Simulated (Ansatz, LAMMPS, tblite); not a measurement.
**Elastic constant C33 of wurtzite ZnS (high-temperature phase): levels of theory against measurement**

Reference value: 141 GPa (measured, temperature not stated, no zero-point or thermal correction; as tabulated in Grünwald et al. (2012), arXiv:1201.2992).

```csv
level (code),value (GPa),cell (Å³/atom)
"ionic model grunwald2012 (rigid ions, LAMMPS)",137,20.52
GFN1-xTB (tblite),?,22.48
LDA (Ansatz),164,18.58
PBE (Ansatz),135,20.18
r²SCAN (Ansatz),152,19.59
```

**Question.** What belongs in the gaps?

**Answer.** 
- GFN1-xTB (tblite), value (GPa): 84.9

Differences against the reference: ionic model grunwald2012 -2.8 %, GFN1-xTB -40 %, LDA +16.3 %, PBE -4.3 %, r²SCAN +7.8 %.

Leaving aside ionic model grunwald2012, which can be fitted to such values or carry a doubt: The reference's temperature isn't stated, so close values are not ranked against it. Off by more than 25 % (a bound picked here): GFN1-xTB (-40 %).

The measured value isn't corrected to a static lattice, so vibrations enter the comparison. A static lattice is as a rule stiffer than a warm one, by over a tenth in soft solids.  GFN1-xTB: the method was fitted mainly to molecules. GFN1-xTB: the run uses a supercell at the zone centre in place of a k mesh. Each level is taken at its own relaxed cell. Cutoffs differ between the levels. Ansatz's density-functional and Hartree–Fock values are scalar-relativistic unless marked +SOC, with PAW data made under PBE.

Empirical potentials (ionic model grunwald2012) are fitted to chosen data, which need not cover the solid at hand: agreement can be built in, and what lay outside the fit can be far off.

Differences are worked out from the printed values.

Ansatz is a quantum-chemistry and plane-wave program.
